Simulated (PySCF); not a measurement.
**Heteronuclear NMR**

Structure with atom numbers: `[CH3:1][CH2:2]/[CH:3]=[CH:4]/[F:5]` (H(Xn): hydrogen on atom n).

[PySCF 2.14.0 with density-fitted response routines: shieldings: GIAO PBE0/pcSseg-1; spin–spin couplings from B3LYP/pcJ-1 (spin–dipole term only in couplings to heteroatoms); PBE0-D3(BJ)/def2-SVP structure; non-relativistic Hamiltonian; no solvent; one computed conformer; one averaged value for each set of equivalent atoms]

Predict the $^{19}$F NMR data.

## Answers


```
atoms       environment  σ (ppm)  δ (ppm)
   F5  vinylic fluorine    297.0   -119.0
```

Shieldings were converted by a linear fit to measured shifts: $^{19}$F: δ = 160.63 − 0.942σ +14.9 on sp3 carbon (rms 6.9 ppm, 221 shifts, 7.7 ppm with the 5 outliers that the fit left out vs CFCl3, solution or neat liquid). Occasional misses reach two or three times the rms, and more in compound classes unlike the fitted ones. Couplings are scaled by factors fitted to measured values: $^{2}J$(H,H) × 0.91 (rms 0.6 Hz), $^{3}J$(H,H) × 0.91 (rms 0.4 Hz, 0.5 with 2 outliers), $^{1}J$(C,F) × 0.77 (rms 7.3 Hz), $^{2}J$(C,F) × 1.09 (rms 1.9 Hz, 5.0 with 1 outliers), $^{3}J$(C,F) × 1.48 (rms 1.3 Hz); all others are unscaled and can be 10–30 % off.

Couplings (the largest are listed; each averaged over equivalent pairs): $^{1}J$(C4,F5) = -260.1 Hz, $^{2}J$(F5,H(C4)) = 90.1 Hz, $^{2}J$(C3,F5) = 9.4 Hz, $^{3}J$(F5,H(C3)) = 15.3 Hz, $^{3}J$(C2,F5) = 8.9 Hz.

On a 500 MHz spectrometer $^{19}$F resonates near 470.5 MHz, so 1 ppm is 470.5 Hz.
